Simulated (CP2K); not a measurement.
**One shape, several levels: SiH2Cl2 (dichlorosilane (DCS))**

Wanted: a comparison of 3 runs (BLYP-D3(BJ)/DZVP-MOLOPT-SR-GTH, PBE/TZV2P-MOLOPT-PBE-GTH, revPBE-D3(BJ)/TZV2P-MOLOPT-PBE-GTH) of SiH2Cl2 (dichlorosilane (DCS)). 

The results are computed with CP2K 2026.2.

**1. The structure to begin with**

SiH2Cl2: 5 atoms, total charge 0, spin state singlet. As SMILES, `Cl[SiH2]Cl`. The coordinates come from a PBE0-D4/def2-TZVP relaxation.

Bond lengths: Cl1–Si2 2.040 Å, Si2–Cl3 2.040 Å, Si2–H4 1.476 Å, Si2–H5 1.476 Å. Angles: Cl1–Si2–Cl3 110.1°, Cl1–Si2–H4 108.5°, Cl1–Si2–H5 108.5°, Cl3–Si2–H4 108.5°, Cl3–Si2–H5 108.5°, H4–Si2–H5 112.7°.

**2. A single-point energy at BLYP-D3(BJ)/DZVP-MOLOPT-SR-GTH (core potential) (run 1)**

qs.inp

```
&GLOBAL
 PROJECT_NAME qs
 RUN_TYPE ENERGY
 PRINT_LEVEL MEDIUM
&END GLOBAL

&FORCE_EVAL
 METHOD QS
 &DFT
  BASIS_SET_FILE_NAME BASIS_MOLOPT
  POTENTIAL_FILE_NAME GTH_POTENTIALS
  &QS
   METHOD GPW
   EPS_DEFAULT 1.0E-10
  &END QS
  &MGRID
   CUTOFF 400
   REL_CUTOFF 50
   NGRIDS 4
  &END MGRID
  &POISSON
   PERIODIC NONE
   POISSON_SOLVER WAVELET
  &END POISSON
  &SCF
   SCF_GUESS ATOMIC
   EPS_SCF 1.0E-06
   MAX_SCF 30
   &OT
    MINIMIZER DIIS
    PRECONDITIONER FULL_SINGLE_INVERSE
   &END OT
   &OUTER_SCF
    EPS_SCF 1.0E-06
    MAX_SCF 5
   &END OUTER_SCF
  &END SCF
  &XC
   &XC_FUNCTIONAL BLYP
   &END XC_FUNCTIONAL
   &VDW_POTENTIAL
    POTENTIAL_TYPE PAIR_POTENTIAL
    &PAIR_POTENTIAL
     TYPE DFTD3(BJ)
     PARAMETER_FILE_NAME dftd3.dat
     REFERENCE_FUNCTIONAL BLYP
     R_CUTOFF 15
    &END PAIR_POTENTIAL
   &END VDW_POTENTIAL
  &END XC
  &PRINT
   &MOMENTS
    PERIODIC F
    REFERENCE COM
    MAX_MOMENT 1
   &END MOMENTS
   &MO_CUBES
    NLUMO 3
    NHOMO -1
    WRITE_CUBE F
   &END MO_CUBES
   &HIRSHFELD OFF
   &END HIRSHFELD
  &END PRINT
 &END DFT
 &SUBSYS
  &CELL
   ABC 12.9 12.9 12.9
   PERIODIC NONE
  &END CELL
  &COORD
   Cl     5.233700     6.139300     7.916650
   Si     6.406600     6.461000     6.278450
   Cl     5.470600     7.729500     4.983350
   H      6.621800     5.170500     5.596150
   H      7.666300     7.089300     6.720750
  &END COORD
  &KIND Cl
   BASIS_SET DZVP-MOLOPT-SR-GTH-q7
   POTENTIAL GTH-BLYP-q7
  &END KIND
  &KIND Si
   BASIS_SET DZVP-MOLOPT-SR-GTH-q4
   POTENTIAL GTH-BLYP-q4
  &END KIND
  &KIND H
   BASIS_SET DZVP-MOLOPT-SR-GTH-q1
   POTENTIAL GTH-BLYP-q1
  &END KIND
 &END SUBSYS
&END FORCE_EVAL
```

Command:

```sh
$ OMP_NUM_THREADS=1 cp2k.psmp -i qs.inp > qs.out 2>&1
```

Standard output:

```text
CP2K| version string:                                       CP2K version 2026.2
[...]
 GLOBAL| Method name                                                        CP2K
[...]
 GLOBAL| Run type                                                         ENERGY
[...]
 DFT| Spin restricted Kohn-Sham (RKS) calculation                            RKS
 DFT| Multiplicity                                                             1
[...]
 DFT| Charge                                                                   0
[...]
 FUNCTIONAL| BECKE88:
 FUNCTIONAL| LYP:
[...]
 QS| Method:                                                                 GPW
[...]
 QS| Density cutoff [a.u.]:                                                200.0
[...]
 QS| Relative density cutoff [a.u.]:                                        25.0
[...]
                             - Atoms:                                          5
[...]
                             - Spherical basis functions:                     49
[...]
 Number of electrons:                                                         20
[...]
     1 OT DIIS     0.80E-01    5.0     0.18916094       -33.9775608854 -3.40E+01
[...]
    20 OT DIIS     0.80E-01    3.1     0.00000082       -35.0406054621 -1.54E-10
  *** SCF run converged in    20 steps ***
[...]
  Overlap energy of the core charge distribution:               0.00000002495542
  Self energy of the core charge distribution:                -80.50647594061167
  Core Hamiltonian energy:                                     18.78026995479593
  Hartree energy:                                              34.36601973844831
  Exchange-correlation energy:                                 -7.66995700168843
  Dispersion energy:                                           -0.01046223803391
  Total energy:                                               -35.04060546213435
[...]
                     Mulliken Population Analysis
 #  Atom  Element  Kind  Atomic population                           Net charge
       1     Cl       1          7.124974                             -0.124974
       2     Si       2          3.837006                              0.162994
       3     Cl       1          7.124896                             -0.124896
       4     H        3          0.956562                              0.043438
       5     H        3          0.956562                              0.043438
 # Total charge                             20.000000                 -0.000000
[...]
 HOMO - LUMO gap [eV] :    6.804604
 ENERGY| Total FORCE_EVAL ( QS ) energy [hartree]            -35.040605462134351
[...]
```

Wall time 75 s (1 thread of AMD EPYC 9R14 (Zen 4), shared host); peak memory 1.5 GiB.

**3. The energy at PBE/TZV2P-MOLOPT-PBE-GTH (core potential) (run 2)**

molecule.inp

```
&global
  project molecule
  run_type ENERGY
  print_level MEDIUM
&end

&force_eval
  method QUICKSTEP
  &dft
    basis_set_file_name BASIS_MOLOPT_UZH
    potential_file_name POTENTIAL_UZH
    charge 0
    multiplicity 1
    &qs
      method GPW
      eps_default 1.0E-10
    &end
    &mgrid
      cutoff 400
      rel_cutoff 50
      ngrids 4
    &end
    &poisson
      periodic NONE
      poisson_solver WAVELET
    &end
    &scf
      scf_guess ATOMIC
      eps_scf 1.0E-06
      max_scf 30
      &ot ON
        minimizer CG
        preconditioner FULL_ALL
      &end
      &outer_scf
        eps_scf 1.0E-06
        max_scf 5
      &end
    &end
    &xc
      &xc_functional PBE
      &end
    &end
    &print
      &moments
        periodic F
        reference COM
        max_moment 1
      &end
      &mo_cubes
        nlumo 5
        nhomo -1
        write_cube F
      &end
      &hirshfeld OFF
      &end
    &end
  &end
  &subsys
    &cell
      abc [angstrom] 12.9 12.9 12.9
      periodic NONE
    &end
    &coord
      UNIT bohr
      Cl    -1.9579452    -0.7434183     3.0411363
      Si     0.2585145    -0.1354934    -0.0546131
      Cl    -1.5102691     2.2616242    -2.5019974
      H      0.6651836    -2.5741849    -1.3439732
      H      2.6390025     1.0518216     0.7812128
    &end
    &topology
      &center_coordinates
      &end
    &end
    &kind Cl
      basis_set TZV2P-MOLOPT-PBE-GTH-q7
      potential GTH-PBE-q7
    &end
    &kind Si
      basis_set TZV2P-MOLOPT-PBE-GTH-q4
      potential GTH-PBE-q4
    &end
    &kind H
      basis_set TZV2P-MOLOPT-PBE-GTH-q1
      potential GTH-PBE-q1
    &end
  &end
&end
```

Command:

```sh
$ OMP_NUM_THREADS=1 cp2k.psmp molecule.inp > molecule.out
```

Standard output:

```text
CP2K| version string:                                       CP2K version 2026.2
[...]
 GLOBAL| Method name                                                        CP2K
[...]
 GLOBAL| Run type                                                         ENERGY
[...]
 DFT| Spin restricted Kohn-Sham (RKS) calculation                            RKS
 DFT| Multiplicity                                                             1
[...]
 DFT| Charge                                                                   0
[...]
 FUNCTIONAL| PBE:
 QS| Method:                                                                 GPW
[...]
 QS| Density cutoff [a.u.]:                                                200.0
[...]
 QS| Relative density cutoff [a.u.]:                                        25.0
[...]
                             - Atoms:                                          5
[...]
                             - Spherical basis functions:                    115
[...]
 Number of electrons:                                                         20
[...]
     1 OT CG       0.15E+00    4.9     0.12651682       -33.8775226303 -3.39E+01
[...]
    20 OT CG       0.11E+00    3.7     0.00000082       -35.1543528393 -1.44E-10
  *** SCF run converged in    20 steps ***
[...]
  Overlap energy of the core charge distribution:               0.00000002534330
  Self energy of the core charge distribution:                -80.47435650591129
  Core Hamiltonian energy:                                     18.63949076980331
  Hartree energy:                                              34.42898045777528
  Exchange-correlation energy:                                 -7.74846758630850
  Total energy:                                               -35.15435283929789
[...]
                     Mulliken Population Analysis
 #  Atom  Element  Kind  Atomic population                           Net charge
       1     Cl       1          7.260983                             -0.260983
       2     Si       2          3.334352                              0.665648
       3     Cl       1          7.260945                             -0.260945
       4     H        3          1.071859                             -0.071859
       5     H        3          1.071862                             -0.071862
 # Total charge                             20.000000                  0.000000
[...]
  Dipole moment [Debye]
    X=  0.9808415E+00 Y= -0.4401887E+00 Z= -0.1597958E+00  Total=      1.0868997
[...]
 HOMO - LUMO gap [eV] :    6.788332
 ENERGY| Total FORCE_EVAL ( QS ) energy [hartree]            -35.154352839297893
[...]
```

Wall time 2.1 min (1 thread of AMD EPYC 9R14 (Zen 4), shared host); peak memory 1.4 GiB.

**4. The energy at revPBE-D3(BJ)/TZV2P-MOLOPT-PBE-GTH (core potential) (run 3)**

molecule.xyz

```xyz
5

Cl    -1.036100    -0.393400     1.609300
Si     0.136800    -0.071700    -0.028900
Cl    -0.799200     1.196800    -1.324000
H      0.352000    -1.362200    -0.711200
H      1.396500     0.556600     0.413400
```

gas.inp

```
&GLOBAL
   PROJECT gas
   RUN_TYPE ENERGY
   PRINT_LEVEL MEDIUM
&END GLOBAL
&FORCE_EVAL
   METHOD QS
   &DFT
      BASIS_SET_FILE_NAME BASIS_MOLOPT_UZH
      POTENTIAL_FILE_NAME POTENTIAL_UZH
      CHARGE 0
      MULTIPLICITY 1
      &QS
         METHOD GPW
         EPS_DEFAULT 1.0E-10
      &END QS
      &MGRID
         CUTOFF 400
         REL_CUTOFF 50
         NGRIDS 4
      &END MGRID
      &POISSON
         PERIODIC NONE
         POISSON_SOLVER WAVELET
      &END POISSON
      &SCF
         SCF_GUESS ATOMIC
         EPS_SCF 1.0E-06
         MAX_SCF 150
         ADDED_MOS 10
         &DIAGONALIZATION
            ALGORITHM STANDARD
         &END DIAGONALIZATION
         &MIXING
            METHOD PULAY_MIXING
            ALPHA 0.4
            NBUFFER 8
         &END MIXING
      &END SCF
      &XC
         &XC_FUNCTIONAL
            &PBE
               PARAMETRIZATION REVPBE
            &END PBE
         &END XC_FUNCTIONAL
         &VDW_POTENTIAL
            POTENTIAL_TYPE PAIR_POTENTIAL
            &PAIR_POTENTIAL
               TYPE DFTD3(BJ)
               PARAMETER_FILE_NAME dftd3.dat
               REFERENCE_FUNCTIONAL revPBE
               R_CUTOFF 15
            &END PAIR_POTENTIAL
         &END VDW_POTENTIAL
      &END XC
      &PRINT
         &MOMENTS
            PERIODIC F
            REFERENCE COM
            MAX_MOMENT 1
         &END MOMENTS
         &MO ON
            ENERGIES T
            OCCUPATION_NUMBERS T
            NDIGITS 6
            &EACH
               QS_SCF 0
            &END EACH
            ADD_LAST NUMERIC
         &END MO
         &HIRSHFELD OFF
         &END HIRSHFELD
      &END PRINT
   &END DFT
   &SUBSYS
      &CELL
         ABC [angstrom] 12.9 12.9 12.9
         PERIODIC NONE
      &END CELL
      &TOPOLOGY
         COORD_FILE_NAME molecule.xyz
         COORD_FILE_FORMAT XYZ
         &CENTER_COORDINATES
         &END CENTER_COORDINATES
      &END TOPOLOGY
      &KIND Cl
         BASIS_SET TZV2P-MOLOPT-PBE-GTH-q7
         POTENTIAL GTH-PBE-q7
      &END KIND
      &KIND Si
         BASIS_SET TZV2P-MOLOPT-PBE-GTH-q4
         POTENTIAL GTH-PBE-q4
      &END KIND
      &KIND H
         BASIS_SET TZV2P-MOLOPT-PBE-GTH-q1
         POTENTIAL GTH-PBE-q1
      &END KIND
   &END SUBSYS
&END FORCE_EVAL
```

Command:

```sh
$ OMP_NUM_THREADS=1 cp2k.psmp -i gas.inp -o gas.out
```

Standard output:

```text
CP2K| version string:                                       CP2K version 2026.2
[...]
 GLOBAL| Method name                                                        CP2K
[...]
 GLOBAL| Run type                                                         ENERGY
[...]
 DFT| Spin restricted Kohn-Sham (RKS) calculation                            RKS
 DFT| Multiplicity                                                             1
[...]
 DFT| Charge                                                                   0
[...]
 FUNCTIONAL| PBE:
[...]
 QS| Method:                                                                 GPW
[...]
 QS| Density cutoff [a.u.]:                                                200.0
[...]
 QS| Relative density cutoff [a.u.]:                                        25.0
[...]
                             - Atoms:                                          5
[...]
                             - Spherical basis functions:                    115
[...]
 Number of electrons:                                                         20
[...]
     1 NoMix/Diag. 0.40E+00    4.9     0.70346747       -35.0519430658 -3.51E+01
[...]
    17 Pulay/Diag. 0.40E+00    4.1     0.00000037       -35.2143247703 -5.39E-07
  *** SCF run converged in    17 steps ***
[...]
  Overlap energy of the core charge distribution:               0.00000002534329
  Self energy of the core charge distribution:                -80.47435650591129
  Core Hamiltonian energy:                                     18.67670669296066
  Hartree energy:                                              34.40615191039956
  Exchange-correlation energy:                                 -7.81198274292095
  Dispersion energy:                                           -0.01084415020701
  Total energy:                                               -35.21432477033574
[...]
                     Mulliken Population Analysis
 #  Atom  Element  Kind  Atomic population                           Net charge
       1     Cl       1          7.261499                             -0.261499
       2     Si       2          3.340924                              0.659076
       3     Cl       1          7.261457                             -0.261457
       4     H        3          1.068061                             -0.068061
       5     H        3          1.068060                             -0.068060
 # Total charge                             20.000000                  0.000000
[...]
  Dipole moment [Debye]
    X=  0.9737571E+00 Y= -0.4369866E+00 Z= -0.1586412E+00  Total=      1.0790400
 ENERGY| Total FORCE_EVAL ( QS ) energy [hartree]            -35.214324770335736
[...]
```

It took 80 s on 1 thread of AMD EPYC 9R14 (Zen 4), shared host; peak memory 2.6 GiB.

**5. All runs side by side**

| run | level | core potential | ot minimizer | energy (Eh) | dipole moment (D) | HOMO energy (eV) | LUMO energy (eV) | wall time |
| --- | --- | --- | --- | --- | --- | --- | --- | --- |
| 1 | BLYP-D3(BJ)/DZVP-MOLOPT-SR-GTH (core potential) | GTH-BLYP | DIIS | -35.040605 | 1.03 | -7.50 | -0.70 | 75 s |
| 2 | PBE/TZV2P-MOLOPT-PBE-GTH (core potential) | GTH-PBE | CG | -35.154353 | 1.09 | -7.74 | -0.95 | 2.1 min |
| 3 | revPBE-D3(BJ)/TZV2P-MOLOPT-PBE-GTH (core potential) | GTH-PBE | – | -35.214325 | 1.08 | -7.72 | -0.89 | 80 s |

**6. What came out**

| quantity | value |
| --- | --- |
| run 3: total energy | -35.21432 Eh |
| run 3: dipole moment | 1.08 D |
| run 3: HOMO energy | -7.72 eV |
| run 3: LUMO energy | -0.89 eV |
| run 3: HOMO–LUMO gap | 6.83 eV |
| run 3: dispersion energy | -28.47 kJ/mol |

In words: The dipole moment (its size) runs from 1.03 D (BLYP-D3(BJ)/DZVP-MOLOPT-SR-GTH) to 1.09 D (PBE/TZV2P-MOLOPT-PBE-GTH). The two ends differ in method and basis. The HOMO–LUMO gap runs from 6.79 eV (PBE/TZV2P-MOLOPT-PBE-GTH) to 6.83 eV (revPBE-D3(BJ)/TZV2P-MOLOPT-PBE-GTH). Totals of different functionals can't be ranked against each other. All runs together took 4.7 min, the longest 2.1 min.
